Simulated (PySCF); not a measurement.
Calculation: B3LYP-D3(BJ)/def2-TZVP // PBE0-D4/def2-SVP in PySCF. All species are isolated molecules in the gas phase. B3LYP has the VWN-RPA correlation part, as in Gaussian. Delta-SCF ions had no search for a lower state. 

Reference species (SMILES): `N` (neutral, multiplicity 1).

* **vertical ionisation energy (Delta-SCF)**: 11.03 eV
* **HOMO**: -7.44 eV
* **dipole moment**: 1.78 D
* **HOMO–LUMO gap**: 8.03 eV

Changed species: `CO` (free base CH3OH; the reference has free base NH3).

Predict the effect on the vertical ionisation energy (Delta-SCF), HOMO, dipole moment and HOMO–LUMO gap.

the vertical ionisation energy (Delta-SCF) drops by 0.17 eV, to 10.86 eV; the HOMO drops by 0.21 eV, to -7.65 eV; the dipole moment drops by 0.13 D, to 1.65 D; the HOMO–LUMO gap rises by 0.30 eV, to 8.33 eV.
